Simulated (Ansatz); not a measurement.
# Pulling the pair apart

The pair of N$_{2}$ (SMILES N#N, atoms 1–2) and PH$_{3}$ (SMILES P, atoms 3–6), both closed shells, in one local arrangement (a lower one may exist), relaxed at PBE0-D4/def2-TZVP:

```
atom    x (Å)    y (Å)    z (Å)
  N1  -0.2602   0.2369  -2.3345
  N2   0.1615  -0.2302  -3.2238
  P3   0.3704  -0.3591   1.0927
  H4   0.3400  -0.3169   2.5116
  H5  -1.0443  -0.3843   0.9825
  H6   0.4327   1.0535   0.9714
```

PH$_{3}$ is shifted rigidly along the line between the mean atom positions of the two fragments (negative: closer). Counterpoise interaction energies in kJ/mol. Computed with Ansatz 0.2.0 (basis: def2-TZVPPD); correlated methods freeze the cores.

```json
{"shift (Å)": "-0.35", "HF": "5.8", "MP2": "-1.2", "PBE0-D4": "-1.2"}
{"shift (Å)": "-0.18", "HF": "3.0", "MP2": "-2.3", "PBE0-D4": "-2.3"}
{"shift (Å)": "0.00", "HF": "1.5", "MP2": "-2.5", "PBE0-D4": "-2.6"}
{"shift (Å)": "0.18", "HF": "0.7", "MP2": "-2.5", "PBE0-D4": "-2.5"}
{"shift (Å)": "0.42", "HF": "0.1", "MP2": "-2.1", "PBE0-D4": "-2.1"}
{"shift (Å)": "0.88", "HF": "-0.2", "MP2": "-1.3", "PBE0-D4": "-1.2"}
{"shift (Å)": "1.77", "HF": "-0.1", "MP2": "-0.5", "PBE0-D4": "-0.2"}
{"shift (Å)": "3.54", "HF": "0.0", "MP2": "-0.1", "PBE0-D4": "0.2"}
```

At the largest shift the D4 term itself is slightly repulsive (PBE0-D4 +2.5 meV): a quirk of that model, not of the functional.

Question: What does CCSD(T) give at these shifts? (An estimate is asked for; the value comes from the calculation.)

Answer: By the calculation: -0.1, -1.4, -1.9, -2.0, -1.7, -1.1, -0.5, -0.1 kJ/mol. For zero shift, CCSD(T) at an estimated basis limit (MP2 extrapolated from triple and quadruple zeta, plus CCSD(T) − MP2 in triple zeta) gives -2.3 kJ/mol. These are counterpoise interaction energies, counted from the two frozen fragments.

The T1 diagnostic stays at or below 0.014.

For scale, one of the runs: CCSD(T)/def2-TZVPPD, 173 basis functions, launched by `ansatz run in.yaml --threads 2 --pin off --events-out ev --progress --plain --max-ram 5222MiB`. Time: 23 s of wall clock on 2 CPU threads of an Arm Neoverse V1; the host was shared. Peak host memory: 1.5 GiB.
